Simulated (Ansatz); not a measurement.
A made-up structure of CH3OSi, doublet:

C1  (-0.662, -0.146, -0.664)
Si2  (0.601, 0.095, 0.610)
O3  (1.202, -1.018, 1.458)
H4  (1.204, -1.478, 2.312)
H5  (-1.063, -1.129, -0.890)
H6  (0.988, 1.522, 0.735)
(Å)

It is relaxed with PBE-D4/def2-SVP and then PBE0-D4/def2-TZVP (Ansatz 0.2.0). Atoms count as bonded within 1.22 times the sum of their covalent radii (H–H: 0.88 Å). The end point is not checked to be a true minimum.

(1) Does its bonding change? (Judge from chemistry; the calculation decides.)

Results:

(1) The calculation gives: No: no bond forms or breaks.

Where it ends: The first stage lowers the energy by 0.97 eV in 14 steps. It ends as CH₃OSi ([CH][SiH][OH]):
```
6
angstrom
C -0.5940 -0.4517 -0.6090
Si 0.4525 -0.1119 0.6283
O 1.0683 -1.2173 1.6606
H 1.6634 -0.8905 2.3380
H -1.2686 -0.7255 -1.3948
H 0.9481 1.2426 0.9369
```

Labels in which every atom is bracketed show which atoms are joined, not bond orders.

For scale, one of the runs: PBE0-D4/def2-TZVP relaxation, 117 basis functions, launched by `ansatz run in.yaml --threads 2 --pin off --events-out ev --progress --plain --max-ram 4352MiB`. The run took about 11 s on 2 CPU threads of an Intel Xeon 6975P-C (shared host).
